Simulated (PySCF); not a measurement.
hydrogen sulfide (H₂S), SMILES S.

The structure is a stationary point at PBE0-D3(BJ)/def2-TZVPD.

Two levels are set side by side: TDDFT-PBE/def2-TZVPD (PySCF) and TDDFT-PBE0/def2-TZVPD (PySCF). Vertical, same geometry. The lowest singlet is HOMO→LUMO 99 % with PBE and HOMO→LUMO+1 99 % with the other functional; states are paired by order. Differences are taken from unrounded values.

| quantity | TDDFT-PBE0 | TDDFT-PBE | TDDFT-PBE minus TDDFT-PBE0 |
|---|---|---|---|
| lowest singlet excitation (eV) | 6.01 | 5.79 | -0.22 |
| lowest triplet excitation (TDA) (eV) | 5.44 | 5.34 | -0.10 |
| first bright state (f over 0.05) (eV) | 6.18 | 5.79 | -0.39 |
| its oscillator strength | 0.06 | 0.06 | 0.00 |

A lower first singlet is the usual sign of a functional without exact exchange. Differences between two approximate levels are no errors against the true value.

Rough cost on one machine, each run with all the roots and properties that it gave: TDDFT-PBE0 against TDDFT-PBE within a factor of 2.
